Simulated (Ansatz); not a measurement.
**How the LA phonon frequency at X of rock-salt SrO moves with the method**

No measured value is used here.

```json
[
 {"level (code)": "LDA (Ansatz)", "value (cm⁻¹)": "198", "cell (Å³/atom)": "16.23"},
 {"level (code)": "PBE (Ansatz)", "value (cm⁻¹)": "?", "cell (Å³/atom)": "17.52"},
 {"level (code)": "r²SCAN (Ansatz)", "value (cm⁻¹)": "190", "cell (Å³/atom)": "17.17"},
 {"level (code)": "B3LYP (VWN-RPA form) (Ansatz)", "value (cm⁻¹)": "183", "cell (Å³/atom)": "17.58"},
 {"level (code)": "Hartree–Fock (Ansatz)", "value (cm⁻¹)": "192", "cell (Å³/atom)": "17.80"}
]
```

Problem. What belongs in the gaps?

Solution. 
- PBE (Ansatz, an electronic-structure program), value (cm⁻¹): 177

Each level is taken at its own relaxed cell. Cutoffs differ between the levels. Ansatz's density-functional and Hartree–Fock values are scalar-relativistic unless marked +SOC, with PAW data made under PBE.
